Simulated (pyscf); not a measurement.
F–N(F)–F + F–SiH₃ -> F–SiH₂–F + F–NH–F (four-centre exchange; singlet surface; F–N, H–Si broken, F–Si, H–N formed). Structures and frequencies: ωB97X-D3(BJ)/def2-SVP in PySCF. Energies in kJ/mol from the separated reactants.

```json
[
 {"level": "ωB97X-D3(BJ)/def2-TZVP", "barrier": "256.3", "reaction energy": "-335.3"},
 {"level": "PBE/def2-TZVP", "barrier": "137.8", "reaction energy": "-310.8"},
 {"level": "r²SCAN/def2-TZVP", "barrier": "150.0", "reaction energy": "-326.5"},
 {"level": "B3LYP-D3(BJ)/def2-TZVP", "barrier": "(withheld)", "reaction energy": "-339.9"},
 {"level": "PBE0-D3(BJ)/def2-TZVP", "barrier": "(withheld)", "reaction energy": "(withheld)"},
 {"level": "M06-2X/def2-TZVP", "barrier": "251.6", "reaction energy": "-354.0"}
]
```

Fill in the missing entries.


- B3LYP-D3(BJ)/def2-TZVP, barrier: 189.9
- PBE0-D3(BJ)/def2-TZVP, barrier: 204.3
- PBE0-D3(BJ)/def2-TZVP, reaction energy: -330.3

The functionals in the table span 118.5 kJ/mol in this barrier, from PBE to ωB97X-D3(BJ). This is the saddle that the search found; another between the same sides may lie lower. One closed-shell reference is unstable to symmetry breaking; treat the single-reference values with care.
